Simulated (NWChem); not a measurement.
All runs are NWChem calculations. System: ethane (C$_{2}$H$_{6}$), charge 0, spin multiplicity 1, at a geometry optimised with PBE/def2-SVP. Level: RHF/def2-TZVP.

Part of the output:

```
             Northwest Computational Chemistry Package (NWChem) 7.3.0
             --------------------------------------------------------

                                NWChem Input Module
                                -------------------

 Scaling coordinates for geometry "geometry" by  1.889725989
 (inverse scale =  0.529177249)

 Turning off AUTOSYM since
 SYMMETRY directive was detected!

                             Geometry "geometry" -> ""
                             -------------------------

 Output coordinates in angstroms (scale by  1.889725989 to convert to a.u.)

  No.       Tag          Charge          X              Y              Z
 ---- ---------------- ---------- -------------- -------------- --------------
    1 C                    6.0000     0.76276700     0.04461000     0.00000000
    2 C                    6.0000    -0.76276700    -0.04461000     0.00000000
    3 H                    1.0000     1.14210900     0.58321600     0.89291700
    4 H                    1.0000     1.14210900     0.58321600    -0.89291700
    5 H                    1.0000     1.23245600    -0.96073000     0.00000000
    6 H                    1.0000    -1.14210900    -0.58321600     0.89291700
    7 H                    1.0000    -1.14210900    -0.58321600    -0.89291700
    8 H                    1.0000    -1.23245600     0.96073000     0.00000000

 Effective nuclear repulsion energy (a.u.)      41.8353715753

            Nuclear Dipole moment (a.u.)
            ----------------------------
        X                 Y               Z
 ---------------- ---------------- ----------------
    -0.0000000000     0.0000000000     0.0000000000

      Symmetry information
      --------------------

 Group name             C2h
 Group number             21
 Group order               4
 No. of unique centers     3

      Symmetry unique atoms

     1    3    5


 Summary of "ao basis" -> "" (spherical)
 ------------------------------------------------------------------------------
       Tag                 Description            Shells   Functions and Types
 ---------------- ------------------------------  ------  ---------------------
 *                         def2-tzvp                  on all atoms

 Summary of "ao basis" -> "ao basis" (spherical)
 ------------------------------------------------------------------------------
       Tag                 Description            Shells   Functions and Types
 ---------------- ------------------------------  ------  ---------------------
 C                         def2-tzvp                11       31   5s3p2d1f
 H                         def2-tzvp                 4        6   3s1p

                                 NWChem SCF Module
                                 -----------------

  ao basis        = "ao basis"
  functions       =    98
  atoms           =     8
  closed shells   =     9
  open shells     =     0
  charge          =   0.00
  wavefunction    = RHF
  use symmetry    = T
  symmetry adapt  = T

 Summary of "ao basis" -> "ao basis" (spherical)
 ------------------------------------------------------------------------------
       Tag                 Description            Shells   Functions and Types
 ---------------- ------------------------------  ------  ---------------------
 C                         def2-tzvp                11       31   5s3p2d1f
 H                         def2-tzvp                 4        6   3s1p

      Symmetry analysis of basis
      --------------------------

        ag         32
        au         17
        bg         17
        bu         32

 Forming initial guess at       0.1s

      Superposition of Atomic Density Guess
      -------------------------------------

 Sum of atomic energies:         -78.34151161

      Non-variational initial energy
      ------------------------------

 Total energy =     -79.630251
 1-e energy   =    -185.850260
 2-e energy   =      64.384638
 HOMO         =      -0.420570
 LUMO         =       0.075485

      Symmetry analysis of molecular orbitals - initial
      -------------------------------------------------

  Numbering of irreducible representations:

     1 ag          2 au          3 bg          4 bu

  Orbital symmetries:

     1 ag          2 bu          3 ag          4 bu          5 au
     6 bu          7 ag          8 ag          9 bg         10 ag
    11 bu         12 bu         13 au         14 bg         15 ag
    16 bu         17 ag         18 bg         19 ag

 Starting SCF solution at       0.9s

 ----------------------------------------------
         Quadratically convergent ROHF

 Convergence threshold     :          1.000E-07
 Maximum no. of iterations :          100
 Final Fock-matrix accuracy:          1.000E-09
 ----------------------------------------------

              iter       energy          gnorm     gmax       time
             ----- ------------------- --------- --------- --------
                 1      -79.2347736597  5.22D-01  1.78D-01      0.9
                 2      -79.2554998066  1.49D-01  6.02D-02      1.0
                 3      -79.2576058024  5.70D-03  2.58D-03      1.2
                 4      -79.2576103060  6.23D-06  2.12D-06      1.5
                 5      -79.2576103060  9.77D-10  2.52D-10      1.9

       Final RHF  results
       ------------------

         Total SCF energy =    -79.257610305996
      One-electron energy =   -188.302548218425
      Two-electron energy =     67.209566337139
 Nuclear repulsion energy =     41.835371575290

        Time for solution =      1.1s

       Symmetry analysis of molecular orbitals - final
       -----------------------------------------------

  Numbering of irreducible representations:

     1 ag          2 au          3 bg          4 bu

  Orbital symmetries:

     1 ag          2 bu          3 ag          4 bu          5 au
     6 bu          7 ag          8 ag          9 bg         10 ag
    11 bu         12 bu         13 au         14 bg         15 ag
    16 ag         17 bu         18 bg         19 ag

             Final eigenvalues
             -----------------

              1
    1  -11.2187
    2  -11.2181
    3   -1.0125
    4   -0.8351
    5   -0.5907
    6   -0.5907
    7   -0.5122
    8   -0.4818
    9   -0.4818
   10    0.1406
   11    0.1786
   12    0.2184
   13    0.2184
   14    0.2329
   15    0.2329
   16    0.3136
   17    0.3151
   18    0.3559
   19    0.3559

                       ROHF Final Molecular Orbital Analysis
                       -------------------------------------

 Vector    7  Occ=2.000000D+00  E=-5.122192D-01  Symmetry=ag
              MO Center= -2.3D-16,  1.7D-16, -8.0D-17, r^2= 1.7D+00
   Bfn.  Coefficient  Atom+Function         Bfn.  Coefficient  Atom+Function
  ----- ------------  ---------------      ----- ------------  ---------------
     6      0.284594  1 C  px                37     -0.284594  2 C  px
     9      0.249785  1 C  px                40     -0.249785  2 C  px

 Vector    8  Occ=2.000000D+00  E=-4.817754D-01  Symmetry=ag
              MO Center= -7.7D-16,  1.1D-15,  1.3D-15, r^2= 2.4D+00
   Bfn.  Coefficient  Atom+Function         Bfn.  Coefficient  Atom+Function
  ----- ------------  ---------------      ----- ------------  ---------------
     7      0.215044  1 C  py                38     -0.215044  2 C  py
    76     -0.194729  5 H  s                 94     -0.194729  8 H  s
    10      0.187176  1 C  py                41     -0.187176  2 C  py

 Vector    9  Occ=2.000000D+00  E=-4.817749D-01  Symmetry=bg
              MO Center= -8.8D-16, -1.4D-16,  1.2D-15, r^2= 2.4D+00
   Bfn.  Coefficient  Atom+Function         Bfn.  Coefficient  Atom+Function
  ----- ------------  ---------------      ----- ------------  ---------------
     8      0.215410  1 C  pz                39     -0.215410  2 C  pz
    11      0.187494  1 C  pz                42     -0.187494  2 C  pz
    64      0.168651  3 H  s                 70     -0.168651  4 H  s
    82     -0.168651  6 H  s                 88      0.168651  7 H  s

 Vector   10  Occ=0.000000D+00  E= 1.406303D-01  Symmetry=ag
              MO Center= -5.9D-15, -3.8D-16, -1.2D-15, r^2= 7.3D+00
   Bfn.  Coefficient  Atom+Function         Bfn.  Coefficient  Atom+Function
  ----- ------------  ---------------      ----- ------------  ---------------
     5      3.495409  1 C  s                 36      3.495409  2 C  s
    65     -1.518270  3 H  s                 71     -1.518270  4 H  s
    77     -1.518248  5 H  s                 83     -1.518270  6 H  s
    89     -1.518270  7 H  s                 95     -1.518248  8 H  s
    12      0.699494  1 C  px                43     -0.699494  2 C  px

 Vector   11  Occ=0.000000D+00  E= 1.785686D-01  Symmetry=bu
              MO Center= -2.8D-15,  3.2D-15,  5.8D-16, r^2= 8.5D+00
   Bfn.  Coefficient  Atom+Function         Bfn.  Coefficient  Atom+Function
  ----- ------------  ---------------      ----- ------------  ---------------
     5      7.173440  1 C  s                 36     -7.173440  2 C  s
    65     -1.575774  3 H  s                 71     -1.575774  4 H  s
    77     -1.575793  5 H  s                 83      1.575774  6 H  s
    89      1.575774  7 H  s                 95      1.575793  8 H  s
    12     -1.221484  1 C  px                43     -1.221484  2 C  px

 Vector   12  Occ=0.000000D+00  E= 2.183581D-01  Symmetry=bu
              MO Center= -9.8D-16, -1.5D-15,  6.3D-16, r^2= 7.6D+00
   Bfn.  Coefficient  Atom+Function         Bfn.  Coefficient  Atom+Function
  ----- ------------  ---------------      ----- ------------  ---------------
    77      2.072071  5 H  s                 95     -2.072071  8 H  s
    65     -1.036147  3 H  s                 71     -1.036147  4 H  s
    83      1.036147  6 H  s                 89      1.036147  7 H  s
    13      0.942913  1 C  py                44      0.942913  2 C  py
    76     -0.470852  5 H  s                 94      0.470852  8 H  s

 center of mass
 --------------
 x =   0.00000000 y =   0.00000000 z =   0.00000000

 moments of inertia (a.u.)
 ------------------
          23.188988616599          -3.982583901904           0.000000000000
          -3.982583901904          91.054389368667           0.000000000000
           0.000000000000           0.000000000000          91.287443920798

  Mulliken analysis of the total density
  --------------------------------------

    Atom       Charge   Shell Charges
 -----------   ------   -------------------------------------------------------
    1 C    6     6.29   0.85  1.12  0.47  0.67  0.08  1.23  1.40  0.36  0.02  0.06  0.00
    2 C    6     6.29   0.85  1.12  0.47  0.67  0.08  1.23  1.40  0.36  0.02  0.06  0.00
    3 H    1     0.90   0.26  0.50  0.12  0.02
    4 H    1     0.90   0.26  0.50  0.12  0.02
    5 H    1     0.90   0.26  0.50  0.12  0.02
    6 H    1     0.90   0.26  0.50  0.12  0.02
    7 H    1     0.90   0.26  0.50  0.12  0.02
    8 H    1     0.90   0.26  0.50  0.12  0.02

       Multipole analysis of the density wrt the origin
       ------------------------------------------------

     L   x y z        total         open         nuclear
     -   - - -        -----         ----         -------
     0   0 0 0      0.000000      0.000000     18.000000

     1   1 0 0      0.000000      0.000000     -0.000000
     1   0 1 0      0.000000      0.000000      0.000000
     1   0 0 1     -0.000000      0.000000      0.000000

     2   2 0 0    -11.724824      0.000000     54.413412
     2   1 1 0     -0.030790      0.000000      2.516152
     2   1 0 1      0.000000      0.000000      0.000000
     2   0 2 0    -11.201407      0.000000     11.536139
     2   0 1 1     -0.000000      0.000000      0.000000
     2   0 0 2    -11.199630      0.000000     11.388849

 Task  times  cpu:        2.0s     wall:        2.0s

 Total times  cpu:        2.0s     wall:        2.0s
```

Q: Write an NWChem input that would produce this output.

A: One answer among several that fit: 
```
start mol
memory heap 200 mb stack 900 mb global 1100 mb
geometry units angstroms nocenter noautoz
  C      0.762767     0.044610     0.000000
  C     -0.762767    -0.044610     0.000000
  H      1.142109     0.583216     0.892917
  H      1.142109     0.583216    -0.892917
  H      1.232456    -0.960730     0.000000
  H     -1.142109    -0.583216     0.892917
  H     -1.142109    -0.583216    -0.892917
  H     -1.232456     0.960730     0.000000
  symmetry group C2h
end
basis spherical
  * library def2-tzvp
end
scf
  rhf
  nopen 0
  maxiter 100
  thresh 1e-7
  semidirect memsize 60000000 filesize 0
end
task scf energy
```
